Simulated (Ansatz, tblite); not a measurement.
# BH2(OEt) (C2H7BO): a ladder of methods and basis sets

One table from this session's results is given with a row withheld; the runs are named, their logs left out.

The runs use Ansatz 0.2.0, Gaussian basis; as each input shows.

Plan: GFN1-xTB, GFN2-xTB, PBE-D4/def2-TZVP, r2SCAN-D4/def2-TZVP, r2SCAN0-D4/def2-TZVP, HF/def2-TZVP, BHLYP-D4/def2-TZVP, ωB97M-V/def2-TZVP, ωB97X-V/def2-TZVP, revPBE-D4/def2-TZVP, LC-ωPBE/def2-TZVP, PBE-D4/def2-SVP, PBE0-D4/def2-SVP, HF/6-31G, B3LYP-D4/6-31G, PBE0-D4/def2-TZVPD, PBE-D4/def2-TZVPD, r2SCAN-D4/def2-TZVPD, CCSD(T)/def2-TZVPP, MP2/def2-TZVP, RPA/def2-TZVP.

**The geometry**

The singlet was relaxed beforehand with r2SCAN-D4/def2-SVP.

11 atoms, charge 0, spin multiplicity 1.

Bond lengths: B1–H2 1.216 Å, B1–H3 1.208 Å, B1–O4 1.342 Å, O4–C5 1.427 Å, C5–C6 1.513 Å, C5–H7 1.105 Å, C5–H8 1.103 Å, C6–H9 1.101 Å, C6–H10 1.101 Å, C6–H11 1.101 Å. Angles: H2–B1–H3 122.9°, H2–B1–O4 120.3°, H3–B1–O4 116.8°, B1–O4–C5 122.8°, O4–C5–C6 110.1°, O4–C5–H7 109.6°, O4–C5–H8 107.0°, C6–C5–H7 111.3°, C6–C5–H8 110.6°, H7–C5–H8 108.1°, C5–C6–H9 110.3°, C5–C6–H10 110.6°, C5–C6–H11 110.9°, H9–C6–H10 108.4°, H9–C6–H11 108.3°, H10–C6–H11 108.2°.

PBE0-D4/def2-TZVP was run before; its log isn't repeated, and its numbers join the tables.

Set-up of the first run:

Tight binding, by tblite at 300 K electronic temperature and without a spin-polarisation term:

```python
tblite.interface.Calculator('GFN1-xTB', numbers, positions, charge=0, uhf=0).singlepoint()
```

Tight binding, by tblite at 300 K electronic temperature and without a spin-polarisation term:

```python
tblite.interface.Calculator('GFN2-xTB', numbers, positions, charge=0, uhf=0).singlepoint()
```

start.molden holds the orbitals of an earlier run on this state, given as this run's starting guess.

in.yaml

```yaml
crystal:
  periodic: [false, false, false]
  atoms:
    - {symbol: B, position_ang: [0.901373, 1.475771, -0.945825]}
    - {symbol: H, position_ang: [1.997715, 1.138068, -0.542304]}
    - {symbol: H, position_ang: [0.747985, 2.259595, -1.852510]}
    - {symbol: O, position_ang: [-0.209909, 0.976123, -0.382777]}
    - {symbol: C, position_ang: [-0.178252, 0.026912, 0.682322]}
    - {symbol: C, position_ang: [-0.723807, -1.303753, 0.211113]}
    - {symbol: H, position_ang: [0.856197, -0.074629, 1.058348]}
    - {symbol: H, position_ang: [-0.800252, 0.435492, 1.496414]}
    - {symbol: H, position_ang: [-0.762877, -2.018790, 1.047318]}
    - {symbol: H, position_ang: [-1.740769, -1.184073, -0.192327]}
    - {symbol: H, position_ang: [-0.087414, -1.730704, -0.579760]}
basis:
  gaussian: {orbitals: def2-TZVP, initial_orbitals: start.molden}
hamiltonian: {xc: pbe, dispersion: d4}
scf: {omitted_lower_state_checks: [starts]}
output: {orbitals: {seedname: orbitals}}
```

The run is started by

```
ansatz run in.yaml --threads 2 --pin off --events-out ev --progress --plain --max-ram 32768MiB --backend cpu
```

Among the steps run: PBE-D4/def2-TZVP; r2SCAN-D4/def2-TZVP; r2SCAN0-D4/def2-TZVP; HF/def2-TZVP; BHLYP-D4/def2-TZVP; ωB97M-V/def2-TZVP; ωB97X-V/def2-TZVP; revPBE-D4/def2-TZVP; LC-ωPBE/def2-TZVP; PBE-D4/def2-SVP; PBE0-D4/def2-SVP; HF/6-31G; B3LYP-D4/6-31G; PBE0-D4/def2-TZVPD; PBE-D4/def2-TZVPD; r2SCAN-D4/def2-TZVPD; CCSD(T)/def2-TZVPP; MP2/def2-TZVP; RPA/def2-TZVP.

One table of the session follows, with a row left open; its other results are not shown here.

It belongs to the step «Levels side by side». 

| level | HOMO (eV) | gap (eV) |
| --- | --- | --- |
| HF/6-31G | -12.03 | 15.96 |
| HF/def2-TZVP | -12.18 | 14.96 |
| PBE-D4/def2-SVP | -6.89 | 5.76 |
| PBE-D4/def2-TZVP | -7.02 | 5.70 |
| PBE-D4/def2-TZVPD | -7.04 | 5.67 |
| revPBE-D4/def2-TZVP | -6.99 | 5.77 |
| r2SCAN-D4/def2-TZVP | -7.33 | 6.42 |
| r2SCAN-D4/def2-TZVPD | -7.35 | 6.40 |
| B3LYP-D4/6-31G | -8.02 | 7.94 |
| PBE0-D4/def2-SVP | -8.41 | 8.31 |
| PBE0-D4/def2-TZVP | -8.50 | 8.17 |
| PBE0-D4/def2-TZVPD | -8.51 | 8.11 |
| r2SCAN0-D4/def2-TZVP | ? | ? |
| BHLYP-D4/def2-TZVP | -9.94 | 10.55 |
| LC-ωPBE/def2-TZVP | -11.31 | 13.25 |
| ωB97X-V/def2-TZVP | -10.99 | 12.79 |
| ωB97M-V/def2-TZVP | -10.86 | 12.36 |

Estimate the missing values for r2SCAN0-D4/def2-TZVP.

As computed: HOMO (eV): -8.71; gap (eV): 8.64. In the column «HOMO (eV)» it lies between BHLYP-D4/def2-TZVP (-9.94) and PBE0-D4/def2-TZVPD (-8.51).
